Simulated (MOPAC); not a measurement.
MOPAC input (PM3):

```
PM3 PRECISE GNORM=0.05 LET XYZ CHARGE=-1 GEO-OK AUX(PRECISION=9) THREADS=1
C4H5

C    -0.06202131 1   -0.12897927 1    0.24357143 1
C    -0.00836144 1   -0.78607026 1   -0.96303711 1
C    -0.01037813 1    0.73506140 1   -0.97201260 1
C    -0.03390126 1   -0.02224928 1    1.59714360 1
H     0.77768823 1   -1.43566092 1   -1.33626297 1
H     0.90443913 1    1.34040822 1   -1.07804562 1
H    -0.89271719 1    1.26925688 1   -1.34476163 1
H     0.07922200 1   -0.89460119 1    2.23650899 1
H    -0.18065935 1    0.93402158 1    2.08856936 1
```

Output:

```
 *******************************************************************************
 **                                                                           **
 **                              MOPAC v23.2.5                                **
 **                                                                           **
 *******************************************************************************
 ** MOPAC's Digital Object Identifier: https://doi.org/10.5281/zenodo.6511958 **
 **                                                                           **
 ** Please cite the open-source release paper for use of this MOPAC version:  **
 ** J. E. Moussa and J. J. P. Stewart (2026)                                  **
 ** MOPAC: An open-source semiempirical molecular orbital program             **
 ** J. Open Source Softw., 11(119), 8025, https://doi.org/10.21105/joss.08025 **
 *******************************************************************************

                              PM3 CALCULATION RESULTS

 *******************************************************************************
 *  PM3        - The PM3 Hamiltonian to be used
 *  GEO-OK     - OVERRIDE INTERATOMIC DISTANCE AND OTHER SAFETY CHECKS
 *
 *
 *
 *                 CHARGE ON SYSTEM = -1
 *
 *
 *
 *  LET        - OVERRIDE SOME SAFETY CHECKS
 *  PRECISE    - TIGHTER CRITERIA TO BE USED
 *  XYZ        - CARTESIAN COORDINATE SYSTEM TO BE USED
 *  GNORM      - EXIT WHEN GRADIENT NORM DROPS BELOW 0.050
 *  AUX        - OUTPUT AUXILIARY INFORMATION
 *******************************************************************************
PM3 PRECISE GNORM=0.05 LET XYZ CHARGE=-1 GEO-OK AUX(PRECISION=9) THREADS=1
 C4H5

   ATOM   CHEMICAL          X               Y               Z
  NUMBER   SYMBOL      (ANGSTROMS)     (ANGSTROMS)     (ANGSTROMS)

     1       C         -0.06202131  *  -0.12897927  *   0.24357143  *
     2       C         -0.00836144  *  -0.78607026  *  -0.96303711  *
     3       C         -0.01037813  *   0.73506140  *  -0.97201260  *
     4       C         -0.03390126  *  -0.02224928  *   1.59714360  *
     5       H          0.77768823  *  -1.43566092  *  -1.33626297  *
     6       H          0.90443913  *   1.34040822  *  -1.07804562  *
     7       H         -0.89271719  *   1.26925688  *  -1.34476163  *
     8       H          0.07922200  *  -0.89460119  *   2.23650899  *
     9       H         -0.18065935  *   0.93402158  *   2.08856936  *

          CARTESIAN COORDINATES

    NO.       ATOM           X           Y           Z

     1         C         -0.0620     -0.1290      0.2436
     2         C         -0.0084     -0.7861     -0.9630
     3         C         -0.0104      0.7351     -0.9720
     4         C         -0.0339     -0.0222      1.5971
     5         H          0.7777     -1.4357     -1.3363
     6         H          0.9044      1.3404     -1.0780
     7         H         -0.8927      1.2693     -1.3448
     8         H          0.0792     -0.8946      2.2365
     9         H         -0.1807      0.9340      2.0886

  H: (PM3): J. J. P. STEWART, J. COMP. CHEM. 10, 209 (1989).
  C: (PM3): J. J. P. STEWART, J. COMP. CHEM. 10, 209 (1989).

           Empirical Formula: C4 H5  =     9 atoms

      MOLECULAR POINT GROUP   :   C1

      RHF CALCULATION, NO. OF DOUBLY OCCUPIED LEVELS = 11

          Geometry optimization using EF

          DIAGONAL MATRIX USED AS START HESSIAN

 CYCLE:     1  GRAD.:    67.767 HEAT:  71.22424
 CYCLE:     2  GRAD.:   529.225 HEAT:  103.0040
 CYCLE:     3  GRAD.:   441.929 HEAT:  91.93283
 CYCLE:     4  GRAD.:   263.847 HEAT:  82.89446
 CYCLE:     5  GRAD.:   285.826 HEAT:  85.76918
 CYCLE:     6  GRAD.:   281.991 HEAT:  83.83397
 CYCLE:     7  GRAD.:   225.135 HEAT:  77.51218
 CYCLE:     8  GRAD.:   219.709 HEAT:  78.88885
 CYCLE:     9  GRAD.:   281.390 HEAT:  82.85819
 CYCLE:    10  GRAD.:   102.463 HEAT:  71.53010
 CYCLE:    11  GRAD.:   237.688 HEAT:  78.64679
 CYCLE:    12  GRAD.:   157.791 HEAT:  75.46357
 CYCLE:    13  GRAD.:   116.989 HEAT:  69.92775
 CYCLE:    14  GRAD.:    46.730 HEAT:  66.73760
 CYCLE:    15  GRAD.:   121.532 HEAT:  70.16048
 CYCLE:    16  GRAD.:    46.819 HEAT:  66.54429
 CYCLE:    17  GRAD.:    69.666 HEAT:  68.92294
 CYCLE:    18  GRAD.:    10.799 HEAT:  65.54004
 CYCLE:    19  GRAD.:    22.574 HEAT:  65.67974
 CYCLE:    20  GRAD.:    10.165 HEAT:  65.33217
 CYCLE:    21  GRAD.:     4.140 HEAT:  65.24144
 CYCLE:    22  GRAD.:     8.812 HEAT:  65.10310
 CYCLE:    23  GRAD.:     3.019 HEAT:  65.05157
 CYCLE:    24  GRAD.:     1.850 HEAT:  65.04288
 CYCLE:    25  GRAD.:     0.524 HEAT:  65.04177
 CYCLE:    26  GRAD.:     0.422 HEAT:  65.04145
 CYCLE:    27  GRAD.:     0.198 HEAT:  65.04124
 CYCLE:    28  GRAD.:     0.255 HEAT:  65.04110
 CYCLE:    29  GRAD.:     0.128 HEAT:  65.04103
 CYCLE:    30  GRAD.:     0.073 HEAT:  65.04098
 CYCLE:    31  GRAD.:     0.044 HEAT:  65.04097

     GRADIENT =  0.04436 IS LESS THAN CUTOFF =  0.05000

 -------------------------------------------------------------------------------
 PM3 PRECISE GNORM=0.05 LET XYZ CHARGE=-1 GEO-OK AUX(PRECISION=9) THREADS=1
 C4H5

     GEOMETRY OPTIMISED USING EIGENVECTOR FOLLOWING (EF).
     SCF FIELD WAS ACHIEVED

                              PM3 CALCULATION
                                                       MOPAC v23.2.5 Linux

          FINAL HEAT OF FORMATION =         65.04097 KCAL/MOL =     272.13142 KJ/MOL

          COSMO AREA              =        100.85 SQUARE ANGSTROMS
          COSMO VOLUME            =         83.50 CUBIC ANGSTROMS

          GRADIENT NORM           =          0.04436          =       0.01479 PER ATOM
          IONIZATION POTENTIAL    =          1.144886 EV
          HOMO LUMO ENERGIES (EV) =         -1.145  7.945
          NO. OF FILLED LEVELS    =         11
          MOLECULAR WEIGHT        =         53.0835         POINT GROUP:  Cs

          MOLECULAR DIMENSIONS (Angstroms)

            Atom       Atom       Distance
            H     9    H     5     4.43544
            H     8    H     7     3.93166
            H     7    H     6     1.73346

          SCF CALCULATIONS        =         32

   ATOM   CHEMICAL          X               Y               Z
  NUMBER   SYMBOL      (ANGSTROMS)     (ANGSTROMS)     (ANGSTROMS)

     1       C          0.01332509  *  -0.08046692  *   0.26930248  *
     2       C          0.17374675  *  -0.72198313  *  -0.91683414  *
     3       C         -0.01370215  *   0.72698209  *  -0.97491563  *
     4       C         -0.07715686  *  -0.04249697  *   1.60879962  *
     5       H          0.32695522  *  -1.60871982  *  -1.48212854  *
     6       H          0.81240961  *   1.40877457  *  -1.23641207  *
     7       H         -0.94841883  *   1.17640479  *  -1.34910465  *
     8       H          0.00231544  *  -0.93573423  *   2.21003087  *
     9       H         -0.23324590  *   0.88178392  *   2.14508451  *

                             CARTESIAN COORDINATES

   1    C        0.013325086    -0.080466915     0.269302484
   2    C        0.173746753    -0.721983131    -0.916834140
   3    C       -0.013702152     0.726982088    -0.974915634
   4    C       -0.077156860    -0.042496973     1.608799617
   5    H        0.326955221    -1.608719824    -1.482128536
   6    H        0.812409614     1.408774567    -1.236412066
   7    H       -0.948418834     1.176404793    -1.349104655
   8    H        0.002315441    -0.935734230     2.210030868
   9    H       -0.233245897     0.881783919     2.145084507

           Empirical Formula: C4 H5  =     9 atoms

      MOLECULAR POINT GROUP   :   Cs

                  EIGENVALUES
 -31.41535 -21.94327 -15.75185 -12.61404 -10.49134  -9.28466  -8.93479  -6.27634
  -5.23463  -4.55577  -1.14489   7.94531   8.97084   9.25910   9.69460   9.87187
  10.06248  10.48135  11.13461  11.63239  12.65701

              NET ATOMIC CHARGES AND DIPOLE CONTRIBUTIONS

  ATOM NO.   TYPE          CHARGE      No. of ELECS.   s-Pop       p-Pop
    1          C           0.072039        3.9280     1.14631     2.78165
    2          C          -0.701510        4.7015     1.19986     3.50165
    3          C          -0.050203        4.0502     1.12840     2.92180
    4          C          -0.575212        4.5752     1.15491     3.42030
    5          H           0.147540        0.8525     0.85246
    6          H          -0.015141        1.0151     1.01514
    7          H          -0.015135        1.0151     1.01514
    8          H           0.070889        0.9291     0.92911
    9          H           0.066734        0.9333     0.93327
 DIPOLE           X         Y         Z       TOTAL
 POINT-CHG.    -0.096     0.939    -0.438     1.041
 HYBRID         0.006     0.033    -0.165     0.169
 SUM           -0.089     0.971    -0.604     1.147

          ATOMIC ORBITAL ELECTRON POPULATIONS

     Atom    s        px        py        pz
    1  C   1.14631   0.90970   0.98351   0.88844
    2  C   1.19986   1.52834   0.96291   1.01041
    3  C   1.12840   0.93936   0.93079   1.05165
    4  C   1.15491   1.48274   0.99588   0.94168
    5  H   0.85246
    6  H   1.01514
    7  H   1.01514
    8  H   0.92911
    9  H   0.93327

 **********************
 *                    *
 * JOB ENDED NORMALLY *
 *                    *
 **********************

 == MOPAC DONE ==
```

The dipole moment of an ion depends on the origin.
